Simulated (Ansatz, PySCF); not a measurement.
This Ansatz (a program for electronic structure) input computes a r2SCAN/def2-TZVPD energy:

Ansatz 0.2 input:
```yaml
crystal:
  periodic: [false, false, false]
  atoms:
    - {symbol: O, position_ang: [-0.00000000, -0.00000000, -0.60212663]}
    - {symbol: O, position_ang: [0.00000000, 0.00000000, 0.60212663]}
basis:
  gaussian:
    orbitals: def2-TZVPD
hamiltonian:
  xc: {name: r2SCAN}
magnetization: {spin_polarized: true, initial_magnetization: 2}
output: {forces: true}
```

Task: Write an input for the same energy in PySCF and say what it gives.

Result: 
```python
from pyscf import gto, scf, dft

mol = gto.M(
    atom='''
    O    -0.00000000   -0.00000000   -0.60212663
    O     0.00000000    0.00000000    0.60212663
    ''',
    basis='def2-tzvpd',
    charge=0,
    spin=2,
    symmetry='D2h',
    verbose=4,
)

mf = dft.UKS(mol, xc='r2scan').density_fit(auxbasis='def2-universal-jkfit')
mf.grids.level = 4
mf.conv_tol = 1e-9
mf.max_cycle = 100
mf.max_memory = 1500
mf.kernel()
if not mf.converged:
    mf = mf.newton()
    mf.kernel(mf.make_rdm1())
mf.analyze()
```
It gives -150.32504 Eh, and Ansatz -150.32501 Eh, a difference of 0.03 mEh, from the treatment of integrals and grids.
